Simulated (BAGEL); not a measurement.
# CH6OSi (SMILES CO[SiH3]): HF/3-21G (density fitting with qzvpp-jkfit)

What is the vertical electron affinity of CH6OSi at HF/3-21G (density fitting with qzvpp-jkfit)? 

Program for the calculation: BAGEL 1.2.2.

### Step 1. The molecule

The species is CH6OSi (9 atoms), meant as a singlet with charge 0. As SMILES, `CO[SiH3]`. Geometry: relaxed at PBE0-D4/def2-TZVP.

Bond lengths: C1–O2 1.408 Å, O2–Si3 1.642 Å, C1–H4 1.096 Å, C1–H5 1.091 Å, C1–H6 1.096 Å, Si3–H7 1.481 Å, Si3–H8 1.490 Å, Si3–H9 1.490 Å. Some angles: C1–O2–Si3 122.4°, O2–C1–H4 111.5°, O2–C1–H5 108.3°, O2–C1–H6 111.5°, O2–Si3–H7 106.5°, O2–Si3–H8 110.9°, O2–Si3–H9 110.9°, H4–C1–H5 108.4°, H4–C1–H6 108.5°, H5–C1–H6 108.4°.

### Step 2. The energy at HF/3-21G (density fitting with qzvpp-jkfit)

The input, job.json:

```json
{ "bagel": [

{
  "title": "molecule",
  "basis": "3-21g",
  "df_basis": "qzvpp-jkfit",
  "angstrom": true,
  "geometry": [
    { "atom": "C", "xyz": [   -0.416000,    1.012400,   -0.799700 ] },
    { "atom": "O", "xyz": [    0.634800,    0.132000,   -0.477800 ] },
    { "atom": "Si", "xyz": [    0.510500,   -0.985900,    0.718500 ] },
    { "atom": "H", "xyz": [   -1.314300,    0.468400,   -1.115000 ] },
    { "atom": "H", "xyz": [   -0.089800,    1.647800,   -1.624600 ] },
    { "atom": "H", "xyz": [   -0.677700,    1.654100,    0.050000 ] },
    { "atom": "H", "xyz": [    1.799300,   -1.713900,    0.749100 ] },
    { "atom": "H", "xyz": [   -0.611700,   -1.929000,    0.449700 ] },
    { "atom": "H", "xyz": [    0.253300,   -0.332200,    2.032900 ] }
  ]
},
{
  "title": "hf"
},
{
  "title": "print",
  "file": "orbitals.molden",
  "orbitals": true
}

]}
```

The run is started by

```bash
BAGEL_NUM_THREADS=1 BAGEL job.json > job.out
```

Output:

```text
* using 1 threads per process

  ===============================================================
  ===============================================================

  *** Geometry ***

  { "atom" : "C", "xyz" : [     -0.786126,      1.913159,     -1.511214 ] },
  { "atom" : "O", "xyz" : [      1.199598,      0.249444,     -0.902911 ] },
  { "atom" : "Si", "xyz" : [      0.964705,     -1.863081,      1.357768 ] },
  { "atom" : "H", "xyz" : [     -2.483667,      0.885148,     -2.107045 ] },
  { "atom" : "H", "xyz" : [     -0.169697,      3.113891,     -3.070049 ] },
  { "atom" : "H", "xyz" : [     -1.280667,      3.125796,      0.094486 ] },
  { "atom" : "H", "xyz" : [      3.400184,     -3.238802,      1.415594 ] },
  { "atom" : "H", "xyz" : [     -1.155945,     -3.645282,      0.849810 ] },
  { "atom" : "H", "xyz" : [      0.478668,     -0.627767,      3.841624 ] },

  Number of auxiliary basis functions:      388

  Since a DF basis is specified, we compute 2- and 3-index integrals:
    o Being stored without compression. Storage requirement is 0.006 GB

  Number of basis functions:       43
  Number of electrons      :       34

    * METHOD: MOLECULE                             0.08

  *** RHF ***

  === Nuclear Repulsion ===
   118.2123950346

      * DIIS with orbital gradients will be used.

  === RHF iteration (3-21g) ===
      0       -402.90242597          0.02333077           0.01
      1       -402.96276862          0.01398713           0.01
      2       -402.98741143          0.00163274           0.01
      3       -402.98795142          0.00020023           0.01
      4       -402.98796075          0.00005948           0.01
      5       -402.98796191          0.00001458           0.01
      6       -402.98796200          0.00000322           0.02
      7       -402.98796201          0.00000058           0.01
      8       -402.98796201          0.00000016           0.01
      9       -402.98796201          0.00000008           0.01
     10       -402.98796201          0.00000002           0.01
     11       -402.98796201          0.00000000           0.01
    * SCF iteration converged.

    * Permanent dipole moment:
           (    0.585305,    -0.149958,    -0.164398) a.u.

    * METHOD: HF                                   0.19

    * METHOD: PRINT                                0.00

  ===============================================================
```

Run time: 0.42 s. Hardware: 1 thread of Intel Xeon 6975P-C (Granite Rapids), shared host.

### Step 3. The doublet anion at the same level

The input, input.json:

```json
{ "bagel" : [

{
  "title" : "molecule",
  "basis" : "3-21g",
  "df_basis" : "qzvpp-jkfit",
  "angstrom" : true,
  "geometry" : [
    { "atom" : "C", "xyz" : [   -0.416000,    1.012400,   -0.799700 ] },
    { "atom" : "O", "xyz" : [    0.634800,    0.132000,   -0.477800 ] },
    { "atom" : "Si", "xyz" : [    0.510500,   -0.985900,    0.718500 ] },
    { "atom" : "H", "xyz" : [   -1.314300,    0.468400,   -1.115000 ] },
    { "atom" : "H", "xyz" : [   -0.089800,    1.647800,   -1.624600 ] },
    { "atom" : "H", "xyz" : [   -0.677700,    1.654100,    0.050000 ] },
    { "atom" : "H", "xyz" : [    1.799300,   -1.713900,    0.749100 ] },
    { "atom" : "H", "xyz" : [   -0.611700,   -1.929000,    0.449700 ] },
    { "atom" : "H", "xyz" : [    0.253300,   -0.332200,    2.032900 ] }
  ]
},
{
  "title" : "uhf",
  "charge" : -1,
  "nopen" : 1
},
{
  "title" : "print",
  "file" : "orbitals.molden",
  "orbitals" : true
}

]}
```

The run is started by

```bash
BAGEL_NUM_THREADS=1 BAGEL input.json > input.out
```

Output:

```text
* using 1 threads per process

  ===============================================================
  ===============================================================

  *** Geometry ***

  { "atom" : "C", "xyz" : [     -0.786126,      1.913159,     -1.511214 ] },
  { "atom" : "O", "xyz" : [      1.199598,      0.249444,     -0.902911 ] },
  { "atom" : "Si", "xyz" : [      0.964705,     -1.863081,      1.357768 ] },
  { "atom" : "H", "xyz" : [     -2.483667,      0.885148,     -2.107045 ] },
  { "atom" : "H", "xyz" : [     -0.169697,      3.113891,     -3.070049 ] },
  { "atom" : "H", "xyz" : [     -1.280667,      3.125796,      0.094486 ] },
  { "atom" : "H", "xyz" : [      3.400184,     -3.238802,      1.415594 ] },
  { "atom" : "H", "xyz" : [     -1.155945,     -3.645282,      0.849810 ] },
  { "atom" : "H", "xyz" : [      0.478668,     -0.627767,      3.841624 ] },

  Number of auxiliary basis functions:      388

  Since a DF basis is specified, we compute 2- and 3-index integrals:
    o Being stored without compression. Storage requirement is 0.006 GB

  Number of basis functions:       43
  Number of electrons      :       34

    * METHOD: MOLECULE                             0.08

  *** Open-shell HF ***

  === Nuclear Repulsion ===
   118.2123950346

      * DIIS with orbital gradients will be used.

  === UHF iteration (3-21g) ===
      0       -402.69381913          0.05369357           0.03
      1       -402.77874266          0.03671700           0.03
      2       -402.81144872          0.02489728           0.03
      3       -402.83457181          0.00130637           0.03
      4       -402.83561850          0.00071583           0.03
      5       -402.83592451          0.00036231           0.03
      6       -402.83615299          0.00011794           0.03
      7       -402.83618356          0.00006663           0.03
      8       -402.83619218          0.00002816           0.03
      9       -402.83619385          0.00001756           0.03
     10       -402.83619529          0.00000861           0.02
     11       -402.83619561          0.00000406           0.02
     12       -402.83619567          0.00000216           0.02
     13       -402.83619569          0.00000085           0.03
     14       -402.83619569          0.00000030           0.03
     15       -402.83619569          0.00000012           0.02
     16       -402.83619569          0.00000007           0.02
     17       -402.83619569          0.00000003           0.03
     18       -402.83619569          0.00000001           0.03
     19       -402.83619569          0.00000001           0.02
    * SCF iteration converged.

    * S^2 (UHF) is 0.7573

    * Permanent dipole moment:
           (    0.761800,    -1.501225,     1.106189) a.u.

    * METHOD: UHF                                  0.58

    * METHOD: PRINT                                0.00

  ===============================================================
```

Run time: 0.81 s. Hardware: 1 thread of Intel Xeon 6975P-C (Granite Rapids), shared host.

### Step 4. Outcome

At HF/3-21G (density fitting with qzvpp-jkfit):

| quantity | value |
| --- | --- |
| singlet CH6OSi: total energy | -402.98796 Eh |
| singlet CH6OSi: dipole moment | 1.59 D |
| singlet CH6OSi: HOMO energy | -11.57 eV |
| singlet CH6OSi: LUMO energy | 4.49 eV |
| singlet CH6OSi: HOMO–LUMO gap | 16.06 eV |
| doublet anion: total energy | -402.83620 Eh |
| doublet anion: ⟨S²⟩ | 0.757 |
| vertical electron affinity (to the doublet anion) | -4.130 eV |

The anion lies 4.13 eV (398 kJ/mol) above the neutral: the electron isn't bound at this level, and such a value depends on the basis. Without diffuse functions anions come out too high. Hartree–Fock misses the correlation that binds many anions.
